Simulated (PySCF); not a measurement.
# Acetyl fluoride: full NMR table

* Formula: C2H3FO
* SMILES: CC(=O)F
* InChI: InChI=1S/C2H3FO/c1-2(3)4/h1H3
* Point group of the computed structure: C1
* Degrees of unsaturation: 1
* Carbon signals: 2
* Proton signals: 1

Mapped SMILES: `[CH3:1][C:2](=[O:3])[F:4]`. Hydrogens are named by the atom that carries them.

- KT3/pcSseg-2 with gauge-including orbitals
- J: B3LYP/pcJ-1
- structure optimised with PBE0-D3(BJ)/def2-SVP
- program: PySCF
- one averaged value for each set of equivalent atoms, one computed conformer, gas phase, relativity neglected

Chemical shifts δ = σref − σ; $^{1}$H (31.35 ppm), $^{13}$C (181.31 ppm) against TMS; $^{19}$F (146.91 ppm) against CFCl3; H2O for $^{17}$O (323.80 ppm), all at this level.

```tsv
carbon	δC, type	δH (multiplicity, J in Hz)	HMBC from (abs. J ≥ 3 Hz)	span of the C tensor (ppm)
C1	18.5, CH3	2.05 (d, 5.9)	–	46
C2	161.0, C	–	H(C1)	192
```

Other nuclei:
| atoms | nucleus | environment | δ (ppm) | σ (ppm) |
| --- | --- | --- | --- | --- |
| F4 | $^{19}$F | fluorine bonded to C | 29.2 | 117.7 |
| O3 | $^{17}$O | carbonyl oxygen | 417.0 | -93.2 |

Selected couplings (Hz, signed; the shortest-range and largest first, 30 at most; isotopes $^{13}$C, $^{19}$F, $^{1}$H): $^{1}J$(C2,F4) -421.7, $^{1}J$(C1,H(C1)) 138.2, $^{1}J$(C1,C2) 69.4, $^{2}J$(C1,F4) 64.9, $^{3}J$(F4,H(C1)) 5.9.

1. Carbon types of the structure: 1 × C, 1 × CH3, which accounts for all hydrogens.
2. δC 161.0: carbonyl carbon.
3. δC 18.5: methyl carbon α to a carbonyl; α to the electron-withdrawing carbonyl group.
4. δH 2.05: hydrogen on a methyl carbon α to a carbonyl; α to C=O.

Common functionals overestimate the size of one-bond C–F couplings by tens of Hz; these are unscaled. Multiplet labels drop couplings under 1 Hz and merge nearly equal ones. Shifts are as computed, not scaled to solution data. Of 1211 compounds with measured shifts, 218 miss one by over three times the rms of a fit or turn the order of signals round; such compounds aren't used in these exercises. Unscaled 19F shifts against computed CFCl3 carry errors that often reach 10 to 50 ppm. Unscaled 17O shifts of doubly bonded oxygen tend to come out too high, by tens of ppm or more. Experimental scales use liquid or dissolved standards, which lie at an offset from isolated H2O (liquid H2O: subtract about 36 ppm).
